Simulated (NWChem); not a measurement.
Calibrating PBE0/def2-SVP on N-containing molecules

The dipole moment in D of 6 N-containing molecules: x at PBE0/def2-SVP, y as measured (NIST CCCBDB). Shapes, held fixed at every level: PBE0-D4/def2-TZVP. Programs: NWChem 7.3.0.

| molecule | x (D) | y (D) |
| --- | --- | --- |
| NClO (nitrosyl chloride) | 1.60 | 1.90 |
| HNO (nitroxyl) | 1.71 | ? |
| HCN (hydrogen cyanide) | 2.89 | 2.98 |
| HNC (hydrogen isocyanide) | 3.15 | 3.05 |
| C3HN (cyanoacetylene) | 3.74 | 3.72 |
| C3H3N (acrylonitrile) | 3.82 | 3.87 |

Question: Fit y = c + s·x to the known rows and predict y for HNO.

Answer: 
1. Means of the 5 rows: x = 3.0400, y = 3.104.
2. Σ(Δx)² = 3.2066, Σ(Δx·Δy) = 2.7751, so the slope is 2.7751/3.2066 = 0.86543.
3. Intercept: 3.104 − (0.86543) × 3.0400 = 0.473. The largest residual of the fit is 0.15.
4. HNO: 0.473 + 0.86543 × 1.71 = 1.95 D.

The measured value is 1.67 D, so the prediction is off by +0.28 D, more than the largest residual. Uncorrected, PBE0/def2-SVP misses HNO by +0.04 D, and the other rows by 0.11 on average. The line makes this one worse. Left out in turn, the other rows are missed by 0.13 D on average, worse than no correction.
